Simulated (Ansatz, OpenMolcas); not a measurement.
# CH7BSi: a line through the functionals

CH7BSi has 10 atoms, charge 0, and is taken as a singlet. As SMILES, `CB[SiH3]`. Geometry: relaxed at PBE0-D4/def2-TZVP.

The dipole moment y, in D, basis 6-311+G(d,p); a is the functional's share of exact exchange. Programs: Ansatz 0.2.0, OpenMolcas 26.06.

| functional | program | a | y (D) |
| --- | --- | --- | --- |
| BLYP | OpenMolcas | 0 | 1.20 |
| r2SCAN | OpenMolcas | 0 | 1.21 |
| B3LYP | Ansatz | 0.2 | ? |
| PBE0 | OpenMolcas | 0.25 | 1.20 |
| BHLYP | OpenMolcas | 0.5 | 1.16 |

Problem. Fit y = c + s·a to the known rows and predict B3LYP.

Solution. 
1. Means of the 4 rows: a = 0.1875, y = 1.192.
2. Σ(Δa)² = 0.17188, Σ(Δa·Δy) = -0.014375, so the slope is -0.014375/0.17188 = -0.083634.
3. Intercept: 1.192 − (-0.083634) × 0.1875 = 1.208. The largest residual of the fit is 0.013.
4. B3LYP: 1.208 + (-0.083634) × 0.2 = 1.19 D.

The run gave 1.18 D, so the prediction is off by +0.01 D, within the largest residual.
